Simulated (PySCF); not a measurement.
# Löwdin shares of the frontier orbitals

C₄H₆N₂.
Cartesian coordinates in Å at the GFN2-xTB level; atoms count from 1:
```xyz
12
C4H6N2 angstrom
C      2.1579   -0.1507    0.0902
N      0.8131   -0.2086    0.5617
C     -0.1519   -0.1862   -0.2349
C     -1.5578   -0.2479    0.2862
C     -2.2985    0.9084   -0.1535
N     -2.8717    1.8277   -0.5162
H      2.6811   -1.0382    0.4480
H      2.2396   -0.0885   -1.0033
H      2.6348    0.7192    0.5430
H     -0.0459   -0.1148   -1.3279
H     -2.0591   -1.1427   -0.0975
H     -1.5404   -0.2785    1.3782
```

Theory: TDDFT PBE0/def2-SVPD, vertical, gas phase, core orbitals frozen in the response (PySCF).

Kohn–Sham orbitals with the atoms that hold most of them (Löwdin shares over 4%, at most four atoms; ? is withheld):

| orbital | ε (eV) | atoms |
| --- | --- | --- |
| LUMO+2 | 0.89 | N6 34%, C5 29%, C4 15%, H12 10% |
| LUMO+1 | 0.53 | C3 16%, C4 15%, C5 14%, H11 13% |
| LUMO | -0.75 | ? |
| HOMO | ? | ? |
| HOMO-1 | -9.05 | N2 33%, C3 25%, C1 13%, H9 5% |
| HOMO-2 | -9.67 | N6 46%, C5 35%, C4 8% |
| HOMO-3 | -9.74 | N6 42%, C5 32%, C4 9%, C3 6% |

**Question.** Give the leading atoms of the LUMO.

**Answer.** N2 (bonded to 2 C) 34%; C3 (bonded to C, N and H) 33%; C4 (bonded to 2 C and 2 H) 7%; H10 (bonded to C) 5%. By element: carbon 40% or more, nitrogen 34% or more, hydrogen 5% or more.

**Question.** Which atoms hold the HOMO, and with what shares?

**Answer.** N2 (bonded to 2 C) 59%; C3 (bonded to C, N and H) 12%; C1 (bonded to N and 3 H) 11%; H8 (bonded to C) 5%. By element: nitrogen 59% or more, carbon 23% or more, hydrogen 5% or more.

**Question.** What is the HOMO energy, and the HOMO–LUMO gap?

**Answer.** ε(HOMO) = -7.79 eV; the gap is 7.04 eV (0.2585 hartree).

**Question.** The HOMO–LUMO gap is 7.04 eV. Where does the response calculation put the lowest singlet, and from which orbitals?

**Answer.** S1 is at 5.05 eV (f = 0.0019), 1.99 eV below the gap, made of HOMO→LUMO (98%). 

**Question.** Give energy, strength and leading configuration of S1 and S2, and follow the Löwdin shares of the leading atoms from the occupied to the empty orbital.

**Answer.** 
- S1 (5.05 eV, f 0.0019), HOMO→LUMO (98%): N2 59% → 34%, C3 12% → 33%
- S2 (7.15 eV, f 0.030), HOMO→LUMO+1 (91%): N2 59% → at most 14%, C3 12% → 16%, C4 at most 6% → 15%

One conformer stands for the species.
